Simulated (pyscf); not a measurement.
Structures and frequencies: ωB97X-D3(BJ)/def2-SVP in PySCF.

**Question.** PBE/def2-TZVP puts the barrier of `[SiH4]` + `[F][SiH2][C]([F])[F]` [doublet] → `[F][SiH3]` + `[F][C]([F])[SiH3]` [doublet] (four-centre exchange; doublet surface; H–Si, F–Si broken, F–Si, H–Si formed) at 33.3 kcal/mol and the reaction energy at +3.1 kcal/mol, from the separated reactants. What do r²SCAN/def2-TZVP, B3LYP-D3(BJ)/def2-TZVP, ωB97M-D3(BJ)/def2-TZVP give on the same structures?

**Answer.** r²SCAN: ΔE‡ = 33.8 kcal/mol, ΔE = +2.6 kcal/mol; B3LYP-D3(BJ): ΔE‡ = 37.0 kcal/mol, ΔE = +2.4 kcal/mol; ωB97M-D3(BJ): ΔE‡ = 36.3 kcal/mol, ΔE = +2.8 kcal/mol. PBE's barrier lies under all of them, by 0.5 to 3.8 kcal/mol. Its reaction energy lies over all of them, by 0.3 to 0.7 kcal/mol. This is the saddle that the search found; another between the same sides may lie lower.
